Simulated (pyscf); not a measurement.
Four-centre exchange: HO–P(OH)–OH (SMILES OP(O)O) + SiH₄ (SMILES [SiH4]) → HO–P(OH)–O–SiH₃ (SMILES OP(O)O[SiH3]) + H₂ (SMILES [H][H])

Gas phase, singlet surface, charge 0. Bonds broken: O1–H5, Si8–H9. Bonds formed: O1–Si8, H5–H9. Optimised with ωB97X-D3(BJ)/def2-SVP in PySCF.

Transition state (Å):

```xyz
12

O     -0.4439    -0.5012     0.2681
P     -1.4901    -1.1964    -0.8609
O     -0.3234    -1.5361    -1.9557
O     -2.0605     0.1903    -1.5412
H      0.4438     0.1743     0.0992
H     -0.4671    -2.4025    -2.3560
H     -2.9674     0.3656    -1.2557
Si    -0.8068     1.0691     1.2867
H      0.7703     1.1735     0.5645
H     -2.2030     0.5225     1.5232
H     -1.1175     2.4030     0.6924
H     -0.2299     1.1072     2.6588
```

One imaginary mode, 1323i cm⁻¹; descent along it reached the two sides named.

| bond | change | reactant side (Å) | saddle | product side |
|---|---|---|---|---|
| O1–H5 | breaks | 0.971 | 1.128 | 3.0 |
| Si8–H9 | breaks | 1.488 | 1.738 | 3.6 |
| O1–Si8 | forms | 3.1 | 1.907 | 1.691 |
| H5–H9 | forms | 2.8 | 1.150 | 0.761 |

Electronic energies relative to the separated reactants (kJ/mol):

| level | barrier | reaction energy | reverse barrier |
|---|---|---|---|
| ωB97X-D3(BJ)/def2-TZVP | 164.4 | -79.3 | 243.6 |
| PBE/def2-TZVP | 151.2 | -58.6 | 209.8 |
| r²SCAN/def2-TZVP | 152.6 | -72.6 | 225.2 |
| B3LYP-D3(BJ)/def2-TZVP | 164.4 | -75.9 | 240.3 |
| PBE0-D3(BJ)/def2-TZVP | 156.2 | -65.4 | 221.6 |
| M06-2X/def2-TZVP | 167.0 | -85.6 | 252.6 |
| ωB97M-D3(BJ)/def2-TZVP | 167.0 | -72.0 | 239.0 |
| HF/def2-TZVP | 248.8 | -63.8 | 312.6 |

With ωB97M-D3(BJ)/def2-TZVP energies and thermal terms (ideal gas, 1 atm, RRHO with modes under 100 cm⁻¹ raised to 100, one conformer, R ln 2 for chiral ones without a mode under 150 cm⁻¹), in kJ/mol:

```tsv
T (K)	ΔH‡	ΔG‡	ΔH	ΔG
298	159.9	201.5	-81.8	-73.9
600	160.8	243.5	-76.9	-67.8
900	163.6	284.2	-73.2	-64.1
1200	167.0	324.0	-70.5	-61.5
```

One saddle was located; it need not be the lowest between these sides.
